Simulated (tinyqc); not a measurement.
Orbital energy against energy difference: ionisation energy by orbital energies and by energy differences in the 6-31g* basis, for HF, spin multiplicity 1. Computed by the program tinyqc with PySCF. 

Geometry (angstrom):
```
atom       x       y       z
F     0.0000  0.0000  0.0000
H     0.0000  0.0000  0.8950
```

CCSD(T) difference in the same basis = 15.5554 eV

IP-EOM-CCSD = 15.2427 eV

The cation is unrestricted; errors are against CCSD(T) in this basis, not against experiment.

First vertical ionisation energy (eV):
```
method     -e(HOMO)  E(cation) - E  error of -e(HOMO)  error of the difference
HF          17.1657      14.265400             1.6103                  -1.2900
LDA          8.3470      16.210071            -7.2084                   0.6547
PBE          8.2366      15.802243            -7.3188                   0.2469
B3LYP       10.3076      15.863562            -5.2478                   0.3082
PBE0        10.7562      15.742518            -4.7992                   0.1871
CAM-B3LYP   12.2592      15.852578            -3.2962                   0.2972
LC-wPBE     13.5980      15.919351            -1.9574                   0.3640
```

Koopmans errs by +1.61 eV and Delta-HF by -1.29 eV: relaxation, 2.90 eV, lowers the value and the missing correlation difference works against it. The PBE level is off by -7.3 eV through the wrong tail of its potential, though its energy difference is off by +0.25 eV; exact exchange deepens the level, and among the orbital energies HF comes closest; among the differences PBE0 does.
